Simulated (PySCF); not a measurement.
Consider ethynol, `C#CO` (C2H2O). Atom numbers as in the mapped SMILES `[CH:1]#[C:2][OH:3]`.

Energies: M06-2X/ma-def2-TZVP (PySCF, density fitting, integration grid level 3) on PBE0-D3(BJ)/ma-def2-SVP structures. The prefix ma- adds one diffuse s and one diffuse p function on all atoms but H. Zero-point and thermal terms (298.15 K, 1 bar) come from unscaled PBE0-D3(BJ)/ma-def2-SVP harmonic frequencies, with soft modes damped to free rotors in the entropy.

(1) Rank these of its positions by gas-phase deprotonation enthalpy, most acidic first.
A. C1 (alkyne carbon)
B. O3 (hydroxyl oxygen)

(2) For O3 (hydroxyl oxygen), what are ΔE (electronic) and ΔG(298 K) of the loss of the proton?

## Answers

(1) B (1383 kJ/mol), A (1593 kJ/mol).

(2) ΔE = 1412 and ΔG = 1352 kJ/mol, beside ΔH = 1383 kJ/mol. The product is `C#C[O-]`.

---

Consider `O[SiH3]` (H4OSi). Numbering: `[OH:1][SiH3:2]`

These are calculated values, M06-2X/ma-def2-TZVP in PySCF (grid level 3) at geometries from PBE0-D3(BJ)/ma-def2-SVP. The prefix ma- adds one diffuse s and one diffuse p function on all atoms but H. Thermal corrections: PBE0-D3(BJ)/ma-def2-SVP frequencies, unscaled, ideal gas at 298.15 K and 1 bar, quasi-RRHO entropy.

Q: Rank these of its positions by gas-phase deprotonation enthalpy, most acidic first.
A. Si2 (silicon)
B. O1 (hydroxyl oxygen)

A: B (1496 kJ/mol), A (1582 kJ/mol).

Q: For O1 (hydroxyl oxygen), what are ΔE (electronic) and ΔG(298 K) of the loss of the proton?

A: ΔE = 1524 and ΔG = 1470 kJ/mol, beside ΔH = 1496 kJ/mol. The product is `[O-][SiH3]`.

---

Consider `[SiH3]P` (H5PSi). Numbering: `[SiH3:1][PH2:2]`

These are calculated values, ωB97X-D3(BJ)/ma-def2-TZVP in PySCF (grid level 2) at geometries from PBE0-D3(BJ)/ma-def2-SVP. The prefix ma- adds one diffuse s and one diffuse p function on all atoms but H. Zero-point and thermal terms (298.15 K, 1 bar) come from unscaled PBE0-D3(BJ)/ma-def2-SVP harmonic frequencies, with soft modes damped to free rotors in the entropy.

**Question.** Rank these of its positions by gas-phase deprotonation enthalpy, most acidic first.
A. Si1 (silicon)
B. P2 (phosphorus)

**Answer.** B (1487 kJ/mol), A (1541 kJ/mol).

**Question.** For Si1 (silicon), what are ΔE (electronic) and ΔG(298 K) of the loss of the proton?

**Answer.** ΔE = 1563 and ΔG = 1507 kJ/mol, beside ΔH = 1541 kJ/mol. The product is `[SiH2-]P`.
